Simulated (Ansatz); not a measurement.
`[SiH2][SiH2]Cl` radical, relaxed with UKS PBE-D4/def2-SVP in the Gaussian-basis code of Ansatz from a rough embedded geometry. The force threshold is 0.03 eV/Å; the program also tests the step.

The species carries charge 0 and has multiplicity 2.

Start:

```xyz
7

Si    0.379    0.715    1.115
Si   -0.039   -0.324   -0.819
Cl    1.386   -1.748   -1.127
H     0.214   -0.162    2.277
H    -0.570    1.905    1.358
H     0.009    0.627   -1.977
H    -1.379   -1.014   -0.828
```

Problem. How much energy does the relaxation release, and in how many steps? (Best estimate.)

Solution. Computed: 3.07 kcal/mol, in 5 steps.

Problem. Which bonds change most? (Estimate.)

Solution. Ansatz gave: Si1–Si2 from 2.235 to 2.337 Å; Si2–Cl3 from 2.039 to 2.091 Å; Si1–H4 from 1.465 to 1.506 Å; Si1–H5 from 1.541 to 1.508 Å.

Problem. Give the relaxed structure. (Estimate.)

Solution. The calculation gave: 
```xyz
7

Si    0.320    0.757    1.155
Si   -0.078   -0.337   -0.872
Cl    1.402   -1.800   -1.082
H     0.338   -0.166    2.345
H    -0.585    1.936    1.409
H     0.020    0.635   -2.015
H    -1.416   -1.025   -0.940
```
